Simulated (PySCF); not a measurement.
# AlH: bond curves at several levels of theory, part 2 of 2

PySCF 2.14.0; Al def2-TZVPPD, H def2-TZVPPD; no relativity. The steps go on from the part before.

### 15 Correlated methods on the Hartree–Fock reference

Reference: RHF; core orbitals frozen: 5.

Log of the coupled-cluster run at 1.665 Å:

```text
******** <class 'pyscf.cc.ccsd.CCSD'> ********
CC2 = 0
CCSD nocc = 2, nmo = 60
frozen orbitals [0, 1, 2, 3, 4]
max_cycle = 80
direct = 0
conv_tol = 1e-07
conv_tol_normt = 1e-05
diis_space = 8
diis_start_cycle = 0
diis_start_energy_diff = 1e+09
max_memory 2800 MB (current use 410 MB)
Init t2, MP2 energy = -242.520232309104  E_corr(MP2) -0.0622985926772692
Init E_corr(CCSD) = -0.0622985926773737
cycle = 1  E_corr(CCSD) = -0.0750122412241618  dE = -0.0127136485  norm(t1,t2) = 0.0506385
cycle = 2  E_corr(CCSD) = -0.0792972543605097  dE = -0.00428501314  norm(t1,t2) = 0.0244776
cycle = 3  E_corr(CCSD) = -0.0827994324034473  dE = -0.00350217804  norm(t1,t2) = 0.0132531
cycle = 4  E_corr(CCSD) = -0.0826658256897101  dE = 0.000133606714  norm(t1,t2) = 0.00229364
cycle = 5  E_corr(CCSD) = -0.0826254563148698  dE = 4.03693748e-05  norm(t1,t2) = 0.000569574
cycle = 6  E_corr(CCSD) = -0.0826306751500157  dE = -5.21883515e-06  norm(t1,t2) = 0.000220789
cycle = 7  E_corr(CCSD) = -0.0826274466010401  dE = 3.22854898e-06  norm(t1,t2) = 6.28639e-05
cycle = 8  E_corr(CCSD) = -0.0826282065606103  dE = -7.5995957e-07  norm(t1,t2) = 2.03002e-05
cycle = 9  E_corr(CCSD) = -0.0826285746266005  dE = -3.6806599e-07  norm(t1,t2) = 5.36433e-06
cycle = 10  E_corr(CCSD) = -0.0826283700035766  dE = 2.04623024e-07  norm(t1,t2) = 1.47713e-06
cycle = 11  E_corr(CCSD) = -0.0826283659252538  dE = 4.07832289e-09  norm(t1,t2) = 3.73866e-07
CCSD converged
E(CCSD) = -242.5405620823517  E_corr = -0.08262836592525376
CCSD(T) correction = -0.0014601346519517
```

Correlation energy (eV) along the bond:

| R (Å) | MP2 | SCS-MP2 | CCSD | CCSD(T) | T1 |
| --- | --- | --- | --- | --- | --- |
| 1.432 | -1.703 | -1.968 | n/a | n/a | n/a |
| 1.498 | -1.699 | -1.964 | -2.246 | -2.284 | 0.014 |
| 1.565 | -1.697 | -1.961 | -2.246 | -2.284 | 0.014 |
| 1.615 | -1.696 | -1.959 | -2.247 | -2.286 | 0.014 |
| 1.665 | -1.695 | -1.958 | -2.248 | -2.288 | 0.014 |
| 1.715 | -1.695 | -1.958 | -2.251 | -2.292 | 0.014 |
| 1.782 | -1.696 | -1.958 | -2.256 | -2.297 | 0.014 |
| 1.865 | -1.697 | -1.960 | -2.264 | -2.307 | 0.014 |
| 1.965 | -1.700 | -1.963 | -2.276 | -2.321 | 0.015 |
| 2.098 | -1.704 | -1.970 | n/a | n/a | n/a |

RHF-MP2: Re = 1.646 Å, ωe = 1715 cm⁻¹, ωexe = 25.2 cm⁻¹, αe = 0.171 cm⁻¹, Be = 6.403 cm⁻¹, De = 3.00 eV.

RHF-SCS-MP2: Re = 1.646 Å, ωe = 1712 cm⁻¹, ωexe = 25.5 cm⁻¹, αe = 0.173 cm⁻¹, Be = 6.407 cm⁻¹, De = 3.13 eV.

RHF-CCSD: Re = 1.651 Å, ωe = 1685 cm⁻¹, ωexe = 26.5 cm⁻¹, αe = 0.178 cm⁻¹, Be = 6.367 cm⁻¹, De = 3.14 eV.

RHF-CCSD(T): Re = 1.652 Å, ωe = 1678 cm⁻¹, ωexe = 26.8 cm⁻¹, αe = 0.179 cm⁻¹, Be = 6.356 cm⁻¹, De = 3.15 eV.

### 16 All curves

Energy (eV) from each level's lowest point:

| R (Å) | RHF | RHF-MP2 | RHF-SCS-MP2 | RHF-CCSD | RHF-CCSD(T) | PBE | revPBE | PW91 | BLYP | r²SCAN | B3LYP | PBE0 | r²SCAN0 | ωB97X |
| --- | --- | --- | --- | --- | --- | --- | --- | --- | --- | --- | --- | --- | --- | --- |
| 1.432 | 0.332 | 0.325 | 0.322 | n/a | n/a | 0.389 | 0.397 | 0.379 | 0.371 | 0.352 | 0.347 | 0.362 | 0.338 | 0.335 |
| 1.498 | 0.143 | 0.139 | 0.137 | 0.145 | 0.147 | 0.188 | 0.192 | 0.180 | 0.176 | 0.161 | 0.158 | 0.167 | 0.150 | 0.148 |
| 1.565 | 0.038 | 0.037 | 0.036 | 0.041 | 0.042 | 0.067 | 0.070 | 0.063 | 0.061 | 0.051 | 0.050 | 0.054 | 0.044 | 0.043 |
| 1.615 | 0.004 | 0.003 | 0.003 | 0.006 | 0.007 | 0.019 | 0.020 | 0.017 | 0.016 | 0.011 | 0.010 | 0.012 | 0.007 | 0.007 |
| 1.665 | 0.000 | 0.000 | 0.000 | 0.000 | 0.000 | 0.000 | 0.000 | 0.000 | 0.000 | 0.000 | 0.000 | 0.000 | 0.000 | 0.000 |
| 1.715 | 0.021 | 0.021 | 0.021 | 0.018 | 0.017 | 0.005 | 0.003 | 0.006 | 0.007 | 0.013 | 0.013 | 0.012 | 0.016 | 0.017 |
| 1.782 | 0.079 | 0.079 | 0.079 | 0.072 | 0.070 | 0.040 | 0.038 | 0.044 | 0.045 | 0.059 | 0.060 | 0.057 | 0.068 | 0.069 |
| 1.865 | 0.191 | 0.189 | 0.189 | 0.175 | 0.172 | 0.121 | 0.117 | 0.128 | 0.128 | 0.153 | 0.154 | 0.151 | 0.169 | 0.172 |
| 1.965 | 0.363 | 0.359 | 0.358 | 0.336 | 0.330 | 0.256 | 0.250 | 0.265 | 0.263 | 0.303 | 0.303 | 0.301 | 0.328 | 0.332 |
| 2.098 | 0.633 | 0.624 | 0.621 | n/a | n/a | 0.474 | 0.467 | 0.486 | 0.479 | 0.539 | 0.538 | 0.541 | 0.577 | 0.586 |

The whole job (state search and all levels along the bond) took 2.4 min on 1 thread of Intel Xeon Platinum 8259CL @ 2.50GHz (shared host), peak memory 0.87 GiB.

### 17 Results

This closing draws on all 2 parts.

Lowest PBE0 solution found, without spin–orbit coupling: ¹Σ⁺ (singlet), closed shell. State 2 has its PBE0 minimum 1.66 eV higher. The other levels ran on the lowest alone.

```csv
level,Re (Å),ωe (cm⁻¹),De (eV),μ (D)
RHF,1.647,1727,2.28,0.10
RHF-MP2,1.646,1715,3.00,n/a
RHF-SCS-MP2,1.646,1712,3.13,n/a
RHF-CCSD,1.651,1685,3.14,n/a
RHF-CCSD(T),1.652,1678,3.15,n/a
PBE,1.679,1584,3.01,-0.22
revPBE,1.682,1581,2.98,-0.21
PW91,1.675,1593,3.04,-0.23
BLYP,1.673,1585,3.14,-0.33
r²SCAN,1.661,1640,3.03,-0.05
B3LYP,1.660,1637,3.17,-0.24
PBE0,1.664,1643,3.00,-0.11
r²SCAN0,1.654,1672,3.00,-0.04
ωB97X,1.653,1676,3.16,-0.03
```

De is counted to Al + H in their ground configurations. A positive dipole means Al(−)H(+).

Differences from CCSD(T) in the same basis:

| level | Re (mÅ) | ωe (%) |
| --- | --- | --- |
| RHF | -5 | +3.0 |
| RHF-MP2 | -6 | +2.2 |
| RHF-SCS-MP2 | -7 | +2.1 |
| RHF-CCSD | -1 | +0.4 |
| PBE | +27 | -5.6 |
| revPBE | +29 | -5.7 |
| PW91 | +23 | -5.0 |
| BLYP | +21 | -5.5 |
| r²SCAN | +9 | -2.2 |
| B3LYP | +8 | -2.4 |
| PBE0 | +12 | -2.1 |
| r²SCAN0 | +2 | -0.3 |
| ωB97X | +1 | -0.1 |

Time per point (s) on 1 thread of Intel Xeon Platinum 8259CL at 2.50GHz, shared host (CPU time, shared integrals of 0.11 s apart; correlated levels include their reference; CCSD comes with the CCSD(T) run); the times are rough: RHF 0.19, RHF-MP2 0.27, RHF-SCS-MP2 0.27, PBE 0.76, revPBE 0.49, PW91 0.51, BLYP 0.47, r²SCAN 0.94, B3LYP 1, PBE0 1.8, r²SCAN0 1.1, ωB97X 1.1; the reference 2.

Cheap and still within 10 mÅ and 2.5 % of CCSD(T): RHF-SCS-MP2 (0.27 s), RHF-MP2 (0.27 s), against 2 s for the dearest run.

What this shows: Against CCSD(T) in the same basis, the bond length is nearest at RHF-CCSD and ωB97X (1 mÅ off) and farthest at revPBE (+29 mÅ); the wavenumber is nearest at ωB97X (-0.1 %) and farthest at revPBE (-5.7 %). Hartree–Fock makes the bond too short and too stiff against this reference, as it mostly does. PBE gives a bond that is too long and too soft, as GGAs tend to. Among the levels with a De in the table, it runs from 2.28 eV (RHF) to 3.17 eV (B3LYP).

Correlated steps freeze 5 core orbitals.
